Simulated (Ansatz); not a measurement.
# Si2H2+ (doublet): the correlation ladder, def2-QZVPP

One table from this session's results is given with a row withheld; the runs are named, their logs left out.

Program: Ansatz 0.2.0, Gaussian basis. Level of theory: def2-QZVPP, core rule «outside noble gas», up to 10 orbitals frozen. These are calculated values, not measurements.

To be run: UHF; ROHF; CCSD(T) on UHF.

2 further runs of the same task are left out: 2 set aside as unsound or not needed.

### The geometry

The geometry is a PBE0/def2-TZVP stationary point (not a proven minimum) of the parent state, kept for this charge and spin.

4 atoms, charge 1, spin multiplicity 2.

Atoms are counted from 1 here; the program's logs count them from 0.

Bond lengths: Si1–Si2 2.101 Å, Si1–H3 1.493 Å, Si1–H4 1.638 Å, Si2–H4 1.718 Å. Angles: Si2–Si1–H3 160.7°, Si2–Si1–H4 53.0°, H3–Si1–H4 107.8°, Si1–Si2–H4 49.5°, Si1–H4–Si2 77.5°.

The first run:

in.yaml

```yaml
crystal:
  periodic: [false, false, false]
  atoms:
    - {symbol: Si, position_ang: [0.000000, 0.064094, 1.005387]}
    - {symbol: Si, position_ang: [0.000000, -0.004642, -1.094839]}
    - {symbol: H, position_ang: [0.000000, -0.381837, 2.430212]}
    - {symbol: H, position_ang: [0.000000, -1.274751, 0.062301]}
basis:
  gaussian: {orbitals: "def2-QZVPP.json"}
total_charge: 1
magnetization: {spin_polarized: true, initial_magnetization: 1}
hamiltonian: {xc: hf}
output: {orbitals: {seedname: orbitals}}
```

Command:

```
ansatz run in.yaml --threads 1 --pin off --events-out ev --progress --plain --max-ram 4096MiB --backend cpu
```

Among the steps run: UHF; ROHF; CCSD(T) on UHF.

One table of the session follows, with a row left open; its other results are not shown here.

| method | from UCCSD(T) (meV) |
| --- | --- |
| ROHF | +6664.4 |
| UHF | ? |
| UMP2 | +1176.6 |
| UCCSD | +325.7 |
| UCCSD(T) | 0 |

Q: Estimate the row for UHF from the others.

As computed: from UCCSD(T) (meV): +6563.0. In the column «from UCCSD(T) (meV)» it lies between UMP2 (+1176.6) and ROHF (+6664.4).
